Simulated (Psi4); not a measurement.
# AlNH3Cl (SMILES [NH2][AlH][Cl]), run twice

Wanted: the charge distribution of AlNH3Cl, HF/6-311+G* (density fitting).

The results are computed with Psi4 1.11.

## (1) The structure to begin with

AlNH3Cl has 6 atoms, charge 0, and is taken as a singlet. As SMILES, `[NH2][AlH][Cl]`. Geometry: relaxed at PBE0-D4/def2-TZVP. This is one conformer, not always the lowest.

Bond lengths: N1–Al2 1.756 Å, Al2–Cl3 2.098 Å, N1–H4 1.007 Å, N1–H5 1.007 Å, Al2–H6 1.570 Å. Angles: N1–Al2–Cl3 117.5°, N1–Al2–H6 121.9°, Cl3–Al2–H6 120.6°, Al2–N1–H4 124.3°, Al2–N1–H5 125.0°, H4–N1–H5 110.7°.

## (2) Try one

Input file input.json:

```json
{
 "schema_name": "qcschema_input",
 "schema_version": 1,
 "molecule": {
  "schema_name": "qcschema_molecule",
  "schema_version": 2,
  "symbols": ["N", "Al", "Cl", "H", "H", "H"],
  "geometry": [-1.19260616, 0.47413228, -1.35833514, 0.9025332, -0.13946179, 1.14063869, 2.67112788, -3.68780053, 1.22000719, -2.14351634, 2.10704463, -1.58510227, -1.61118049, -0.74663079, -2.75692144, 1.45319939, 1.87158475, 3.25221866],
  "molecular_charge": 0,
  "molecular_multiplicity": 1,
  "fix_com": true,
  "fix_orientation": true
 },
 "driver": "energy",
 "model": {
  "method": "hf",
  "basis": "6-311+G*"
 },
 "keywords": {
  "reference": "rhf",
  "scf_type": "disk_df",
  "maxiter": 2,
  "fail_on_maxiter": false,
  "scf_properties": ["QUADRUPOLE", "DIPOLE"]
 }
}
```

On the command line:

```sh
$ psi4 --qcschema input.json -n 1 --memory 1600MB
```

stdout:

```text
Psi4 1.11 release

   => Loading Basis Set <=

    Name: 6-311+G*
    Role: ORBITAL
    Keyword: BASIS

         ---------------------------------------------------------
                                   SCF
                              RHF Reference
                        1 Threads,   1525 MiB Core
         ---------------------------------------------------------

  ==> Geometry <==

    Molecular point group: c1
    Full point group: C1

    Geometry (in Bohr), charge = 0, multiplicity = 1:

       Center              X                  Y                   Z               Mass
    ------------   -----------------  -----------------  -----------------  -----------------
         N           -1.192606160000     0.474132280000    -1.358335140000    14.003074004430
         AL           0.902533200000    -0.139461790000     1.140638690000    26.981538530000
         CL           2.671127880000    -3.687800530000     1.220007190000    34.968852682000
         H           -2.143516340000     2.107044630000    -1.585102270000     1.007825032230
         H           -1.611180490000    -0.746630790000    -2.756921440000     1.007825032230
         H            1.453199390000     1.871584750000     3.252218660000     1.007825032230

  Running in c1 symmetry.

[... 79 lines left out ...]
                           Total Energy        Delta E     RMS |[F,P]|
[... 1 line left out ...]
   @DF-RHF iter SAD:  -756.88637572775963   -7.56886e+02   0.00000e+00
   @DF-RHF iter   1:  -757.61627253903907   -7.29897e-01   6.10707e-03 DIIS/ADIIS
   @DF-RHF iter   2:  -757.70332166175638   -8.70491e-02   3.66591e-03 DIIS/ADIIS
[... 1 line left out ...]
PsiException: Could not converge SCF iterations in 2 iterations.
[... 1 line left out ...]
  Energy and/or wave function did not converge, but proceeding anyway.
[... 24 lines left out ...]
    Final Occupation by Irrep:
[... 4 lines left out ...]

  @DF-RHF Final Energy:  -757.70332166175638

   => Energetics <=

    Nuclear Repulsion Energy =            128.9619129026032454
    One-Electron Energy =               -1303.7465336924128678
    Two-Electron Energy =                 417.0812991280533311
    Total Energy =                       -757.7033216617562630

Computation Completed

Properties will be evaluated at   0.000000,   0.000000,   0.000000 [a0]

Properties computed using the SCF density matrix

 Multipole Moments:

 ------------------------------------------------------------------------------------
     Multipole            Electronic (a.u.)      Nuclear  (a.u.)        Total (a.u.)
 ------------------------------------------------------------------------------------

 L = 1.  Multiply by 2.5417464519 to convert [e a0] to [Debye]
 Dipole X            :        -47.0591353           46.4923650           -0.5667703
 Dipole Y            :         58.6151784          -57.9546877            0.6604907
 Dipole Z            :        -25.3146038           24.9702742           -0.3443296
 Magnitude           :                                                    0.9359698

 L = 2.  Multiply by 1.3450342976 to convert [e a0^2] to [Debye ang]
 Quadrupole XX       :       -175.8860288          151.1415904          -24.7444384
 Quadrupole XY       :        175.5441424         -173.6481848            1.8959576
 Quadrupole XZ       :        -93.2976175           92.6879793           -0.6096383
[... 5 lines of this table left out ...]
 Traceless ZZ        :         81.5293695          -80.3403046            1.1890649

 ------------------------------------------------------------------------------------

	total time  =          0 seconds =       0.00 minutes

    Psi4 run time: 0:00:00.59
```

Wall time 1.3 s (1 thread of Intel Xeon 6975P-C (Granite Rapids), shared host); peak memory 0.21 GiB.

## (3) What went wrong

The SCF stopped at its cap without converging, and the program went on all the same: the numbers that follow in the log rest on unconverged orbitals.

The log says `Energy and/or wave function did not converge, but proceeding anyway.`. What is wrong: the iteration cap is too low for convergence. The sound input differs in these keys, not all of which need be the cause: SCF iteration cap at its default in place of 2; fail on maxiter at its default in place of no.

## (4) Try two

input.json: that of step 2 with these lines changed.

```diff
@@ -21,4 +21,2 @@
   "scf_type": "disk_df",
-  "maxiter": 2,
-  "fail_on_maxiter": false,
   "scf_properties": ["QUADRUPOLE", "DIPOLE"]
```

On the command line:

```sh
$ psi4 --qcschema input.json -n 1 --memory 1600MB
```

stdout:

```text
[...]
  Running in c1 symmetry.
[...]
  Nuclear repulsion =  128.961912902603245
[...]
  Multiplicity = 1
[...]
  Nalpha       = 20
  Nbeta        = 20
[...]
    Number of basis functions: 91
[...]
   @DF-RHF iter   1:  -757.61627253903907   -7.29897e-01   6.10707e-03 ADIIS/DIIS
[...]
   @DF-RHF iter   8:  -757.74944344741630   -3.48721e-08   4.65982e-07 DIIS
[...]
    Orbital Energies [Eh]
    ---------------------
    Doubly Occupied:
       1A   -104.812729     2A    -58.501559     3A    -15.540918
       4A    -10.540546     5A     -8.008237     6A     -8.006616
       7A     -8.006473     8A     -4.912651     9A     -3.228703
      10A     -3.228155    11A     -3.226956    12A     -1.126082
      13A     -1.072560    14A     -0.659222    15A     -0.619436
      16A     -0.528697    17A     -0.480430    18A     -0.466870
      19A     -0.447959    20A     -0.413708
[...]
  @DF-RHF Final Energy:  -757.74944344741630
   => Energetics <=
    Nuclear Repulsion Energy =            128.9619129026032454
    One-Electron Energy =               -1305.7657031766443652
    Two-Electron Energy =                 419.0543468266248510
    Total Energy =                       -757.7494434474162972
[...]
 Multipole Moments:
 ------------------------------------------------------------------------------------
     Multipole            Electronic (a.u.)      Nuclear  (a.u.)        Total (a.u.)
 ------------------------------------------------------------------------------------
 L = 1.  Multiply by 2.5417464519 to convert [e a0] to [Debye]
 Dipole X            :        -47.0732197           46.4923650           -0.5808547
 Dipole Y            :         58.6383955          -57.9546877            0.6837077
 Dipole Z            :        -25.3186232           24.9702742           -0.3483490
 Magnitude           :                                                    0.9623905
 L = 2.  Multiply by 1.3450342976 to convert [e a0^2] to [Debye ang]
 Quadrupole XX       :       -175.9191630          151.1415904          -24.7775726
 Quadrupole XY       :        175.6120738         -173.6481848            1.9638890
[...]
```

The result, in JSON:

```text
{
 "driver": "energy",
 "model": {
  "method": "hf",
  "basis": "6-311+G*"
 },
 "success": true,
 "return_result": -757.7494434474163,
 "properties": {
  "calcinfo_nbasis": 91,
  "calcinfo_nmo": 91,
  "calcinfo_nalpha": 20,
  "calcinfo_nbeta": 20,
  "calcinfo_natom": 6,
  "nuclear_repulsion_energy": 128.96191290260325,
  "return_energy": -757.7494434474163,
  "scf_one_electron_energy": -1305.7657031766444,
  "scf_two_electron_energy": 419.05434682662485,
  "scf_dipole_moment": [-0.5808546895923357, 0.6837077371792901, -0.3483489899985237],
  "scf_total_energy": -757.7494434474163,
  "scf_iterations": 8
 }
}
```

Wall time 1.5 s (1 thread of Intel Xeon 6975P-C (Granite Rapids), shared host); peak memory 0.22 GiB.

## (5) What came out

Level: HF/6-311+G* (density fitting).

| quantity | value |
| --- | --- |
| total energy | -757.74944 Eh |
| dipole moment | 2.45 D |
| HOMO energy | -11.26 eV |
| LUMO energy | 1.28 eV |
| HOMO–LUMO gap | 12.53 eV |
